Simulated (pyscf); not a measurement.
Four-centre exchange: `[NH2][NH2]` + `[AlH]` [singlet] → `[NH2][NH][Al]` [singlet] + `[H][H]`

Gas phase, singlet surface, charge 0. Bonds broken: N1–H3, Al7–H8. Bonds formed: N1–Al7, H3–H8. Single points on ωB97X-D3(BJ)/def2-SVP structures (PySCF, gas phase).

Transition state (Å):

```xyz
8

N     -0.7973     0.6503     0.2182
N      0.4577     0.4323    -0.3992
H     -0.5658     0.4342     1.5374
H     -1.2606     1.4676    -0.1715
H      0.4721    -0.3985    -0.9977
H      1.2063     0.3597     0.2928
Al    -1.3487    -1.1860     0.7941
H     -0.3890    -0.2317     2.2754
```

One imaginary mode, 1356i cm⁻¹; descent along it reached the two sides named, in the forms told below.

```tsv
bond	change	reactant side (Å)	saddle	product side
N1–H3	breaks	1.026	1.357	2.6
Al7–H8	breaks	1.672	2.006	4.0
N1–Al7	forms	2.192	2.002	1.815
H3–H8	forms	2.7	1.010	0.762
```

Electronic energies relative to the separated reactants (kcal/mol):

| level | barrier | reaction energy | reverse barrier |
|---|---|---|---|
| ωB97X-D3(BJ)/def2-TZVP | 4.6 | -27.9 | 32.6 |
| PBE/def2-TZVP | -0.9 | -28.2 | 27.3 |
| r²SCAN/def2-TZVP | -0.4 | -30.4 | 29.9 |
| B3LYP-D3(BJ)/def2-TZVP | 4.4 | -26.9 | 31.3 |
| PBE0-D3(BJ)/def2-TZVP | 1.9 | -26.9 | 28.8 |
| M06-2X/def2-TZVP | 4.2 | -29.8 | 34.1 |
| ωB97M-D3(BJ)/def2-TZVP | 5.9 | -26.3 | 32.2 |
| HF/def2-TZVP | 26.6 | -17.8 | 44.4 |

With ωB97M-D3(BJ)/def2-TZVP energies and thermal terms (ideal gas, 1 atm, RRHO with modes under 100 cm⁻¹ raised to 100, one conformer, R ln 2 for chiral ones without a mode under 150 cm⁻¹), in kcal/mol:

```tsv
T (K)	ΔH‡	ΔG‡	ΔH	ΔG
298	4.0	13.5	-28.6	-27.1
600	4.1	23.1	-27.7	-25.8
900	4.6	32.6	-27.1	-25.1
1200	5.1	41.8	-26.7	-24.5
```

On the reactant side the descent ends in an adduct with a Al–N contact (not fully relaxed), 19.7 kcal/mol under the separated species and 24.3 kcal/mol under the saddle at ωB97X-D3(BJ)/def2-TZVP. At PBE, r²SCAN the saddle lies under the separated reactants, which points to a path from their complex (located at ωB97X-D3(BJ) alone). What is counted as formed (Al–N) is already present as a longer contact in the reactant adduct; forming that adduct is a step of its own. At the saddle there is also a short Al–H contact that neither side keeps. H₂N–NH–Al [singlet] is closed by a dative Al–N contact. H₂N–NH–Al [singlet] lies 9.2 kcal/mol over its isomer HN=Al–NH₂ (electronic energy, ωB97M-D3(BJ)/def2-TZVP). This is the saddle that the search found; another between the same sides may lie lower.
